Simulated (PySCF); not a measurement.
Property card for `C=NCCS`

Compound: C₃H₇NS.
Structure used (PBE0-D3(BJ)/def2-SVP), in Å, numbered top down from 1:
```xyz
12
C3H7NS angstrom
C      1.852   -0.556    0.273
N      1.003    0.301    0.645
C      0.135    0.876   -0.347
C     -1.324    0.646    0.019
S     -1.832   -1.097   -0.031
H      2.516   -1.021    1.017
H      1.974   -0.875   -0.782
H      0.328    0.487   -1.368
H      0.314    1.967   -0.357
H     -1.538    1.066    1.014
H     -1.975    1.156   -0.707
H     -1.038   -1.503    0.983
```

Among its groups: imine and thiol.

PBE0-D3(BJ)/def2-SVP geometry optimisation, gas phase (PySCF):

```
Point group                  : C1
Rotational constants A, B, C : 7.410, 2.422, 1.983 GHz
```

**CAM-B3LYP/def2-SVPD ground state, ΔSCF and vertical TDDFT (core frozen in the response) (PySCF)**

```
Dipole moment                                                     : 1.66 D
HOMO energy                                                       : -8.23 eV
LUMO energy                                                       : 0.46 eV
HOMO–LUMO gap                                                     : 8.69 eV
Lowest singlet excitation                                         : 4.95 eV (250 nm, f = 0.002)
Strongest line among the 10 lowest singlet transitions            : S10 at 7.95 eV (156 nm, f = 0.087)
Lowest triplet excitation (Tamm–Dancoff)                          : 4.14 eV
Static isotropic polarisability                                   : 66.7 au
Vertical ionisation energy                                        : 9.27 eV
Electronic spatial extent ⟨r²⟩ about the centre of nuclear charge : 628 bohr²
```

PBE0/pcSseg-1 ground state and GIAO shieldings, non-relativistic (PySCF):

```
Lowest Hirshfeld atomic charge                              : -0.14 e on N2
Highest Hirshfeld atomic charge                             : +0.05 e on H6/H9/H11/H12
13C chemical shifts (computed TMS as zero) by class         : 161.1 (C1), 69.6 (C3), 30.3 (C4) ppm
1H chemical shifts (computed TMS as zero) by class          : 7.56 (H7), 7.33 (H6), 3.47 (H8/H9), 2.62 (H10/H11), 1.45 (H12) ppm
Isotropic shieldings of nuclei other than C and H, by class : -143 (N2), 609 (S5) ppm
Mayer bond orders between heavy atoms                       : C1–N2 1.95, N2–C3 0.97, C3–C4 1.00, C4–S5 1.03
```

Monoisotopic mass (most abundant isotopes): 89.0299 u.

The polarisability is 9.89 Å³ as a volume (1 au = 0.148185 Å³), or 1.39 au for each of the 48 electrons. With B = h/(8π²I), that is 505.379 GHz u Å² over I, the principal moments of inertia are 68.2, 208.7 and 254.9 u Å² (most abundant isotopes). The principal polarisabilities are 58.2, 66.3 and 75.7 au; their mean is the isotropic value. The ΔSCF ionisation energy exceeds −ε(HOMO) by 1.04 eV with CAM-B3LYP.

 NMR classes are plain means over equivalent atoms (diastereotopic ones count apart unless rotation or inversion swaps them), as if these changed places fast; in this geometry the members of some classes differ.

One conformer stands for the species.
